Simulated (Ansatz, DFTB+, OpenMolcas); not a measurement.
Isomers of C2H6O

2 of its isomers, all singlets with charge 0: A = dimethyl ether `COC`; B = ethanol `CCO`.

Shapes, held fixed at every level: PBE0-D4/def2-TZVP. Flexible molecules stand in one conformer, not always the lowest. Programs: Ansatz 0.2.0, DFTB+ 25.1, OpenMolcas 26.06.

A:

```xyz
9

C    -0.4132    0.8727   -0.6453
O     0.5634   -0.1278   -0.5960
C     0.4790   -0.8876    0.5757
H    -1.4277    0.4490   -0.6182
H    -0.2831    1.4171   -1.5810
H    -0.3129    1.5771    0.1932
H    -0.4935   -1.3940    0.6599
H     1.2669   -1.6405    0.5401
H     0.6210   -0.2660    1.4716
```

B:

```xyz
9

C    -0.5364    0.5716   -0.4684
C     0.3074   -0.6000   -0.0153
O     1.2055   -0.2614    1.0216
H    -1.1820    0.2854   -1.3029
H     0.0976    1.4009   -0.7890
H    -1.1816    0.9281    0.3408
H     0.9323   -0.9566   -0.8375
H    -0.3378   -1.4376    0.2856
H     0.6950    0.0696    1.7650
```

Enthalpies at 298 K in kJ/mol, with harmonic thermal terms from PBE0-D4/def2-TZVP. Measured gas-phase heats of formation: A Active Thermochemical Tables; B Active Thermochemical Tables.

| level | kind | B − A |
| --- | --- | --- |
| DFTB1 | semi-empirical | -65.4 |
| PBE/cc-pVDZ | GGA | -39.4 |
| revPBE/cc-pVDZ | GGA | -39.1 |
| PBE-D4/def2-TZVPP | GGA | -46.8 |
| M06-2X/cc-pVDZ | global hybrid | -39.6 |
| B3LYP-D4/def2-TZVPP | global hybrid | -43.7 |
| wB97X-V/def2-TZVPP | range-separated hybrid | -45.8 |
| CCSD(T)/def2-SVP | coupled cluster or CI | -43.4 |
| CCSD(T)/CBS estimate | coupled cluster or CI | -51.2 |
| measured | experiment | -50.5 |

Experiment puts B lowest of these. All levels agree on that. Absolute errors: CCSD(T)/CBS estimate 0.7; PBE-D4/def2-TZVPP 3.7; wB97X-V/def2-TZVPP 4.7; B3LYP-D4/def2-TZVPP 6.8; CCSD(T)/def2-SVP 7.1; M06-2X/cc-pVDZ 10.9; PBE/cc-pVDZ 11.1; revPBE/cc-pVDZ 11.4; DFTB1 14.9 kJ/mol. The CBS estimate extrapolates MP2 from def2-TZVPP and def2-QZVPP and adds CCSD(T) − MP2 in the triple-zeta set, cores frozen.
